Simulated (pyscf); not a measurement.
Optimised with ωB97X-D3(BJ)/def2-SVP in PySCF.

For the elementary gas-phase step `[OH][Si]([F])([O][SiH3])[O][SiH3]` + `[OH2]` + `[FH]` -> `[OH][Si]([OH])([O][SiH3])[O][SiH3]` + `[FH]` + `[FH]` (singlet surface; F–Si, H–O, F–H broken, O–Si, F–H, F–H formed), what barrier and reaction energy does ωB97X-D3(BJ)/def2-TZVP give, measured from the separated reactants?

ΔE‡ = 14.4 kJ/mol, ΔE = +39.2 kJ/mol. ωB97M-D3(BJ)/def2-TZVP gives 14.0 kJ/mol and +41.3 kJ/mol. Zero-point energy shifts the barrier by +12.6 kJ/mol. It is a multi-bond step, with an imaginary mode of 603i cm⁻¹. On the reactant side the descent ends in an adduct with a O–Si contact, 4.1 kJ/mol under the separated species and 18.5 kJ/mol under the saddle at ωB97X-D3(BJ)/def2-TZVP. On the product side the descent ends in a bound adduct (not fully relaxed), 95.5 kJ/mol under the separated species and 70.6 kJ/mol under the saddle at ωB97X-D3(BJ)/def2-TZVP. At ωB97X-D3(BJ) the saddle lies under the separated products, which points to a path from their complex (located at ωB97X-D3(BJ) alone), and parting the products costs more than the saddle. What is counted as formed (O–Si) is already present as a longer contact in the reactant adduct; forming that adduct is a step of its own. This is the saddle that the search found; another between the same sides may lie lower.
